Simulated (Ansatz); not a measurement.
# CsAs: from a trial structure to a relaxed crystal

Theory: DFT PBE, scalar-relativistic, plane waves, PAW (Ansatz 0.2.0). Cutoff 420 eV, Γ-centred k mesh, Gaussian smearing, no spin polarisation in the final step.

The start puts CsAs on the rock salt structure type (Fm-3m, No. 225), with Cs in place of Na, As in place of Cl, at a guessed volume.

```
Cs As
1.0
     0.00000    3.22824    3.22824
     3.22824    0.00000    3.22824
     3.22824    3.22824    0.00000
Cs As
1 1
Direct
  0.00000 0.00000 0.00000
  0.50000 0.50000 0.50000
```

Cell and atoms relax at zero pressure; the relaxation can't lower the symmetry of the start. After a coarse first stage the cell is made exact in the group found at 0.06 Å.

The zero of energy is the elements' standard structures at the same level; no fitted shifts are applied.

Task: What does it relax into?

Result: It keeps Fm-3m (No. 225). The result has the rock salt structure. Conventional cell: a = 7.338 Å. Around Cs lie 6 As at 3.67 Å; As is coordinated by 6 Cs at 3.67 Å.

```
Cs As
1.0
     0.00000    3.66903    3.66903
     3.66903    0.00000    3.66903
     3.66903    3.66903    0.00000
Cs As
1 1
Direct
  0.00000 0.00000 0.00000
  0.50000 0.50000 0.50000
```

Task: What are its volume, energy, density and gap?

Result: The volume per atom is 49.39 Å³. The density is 3.49 g/cm³. The energy over the elements is 0.59 eV/atom and the gap on the 14×14×14 mesh is 0 eV (a metal).

The final run used a 14×14×14 mesh on its 2-atom cell and 0.10 eV smearing. The k mesh leaves about 4 meV/atom of noise in metals. A structure relaxed within its symmetry needn't be a true minimum.

Cost: 3 runs of about 0.57 core-minutes in all, on Arm Neoverse V2 (shared hosts).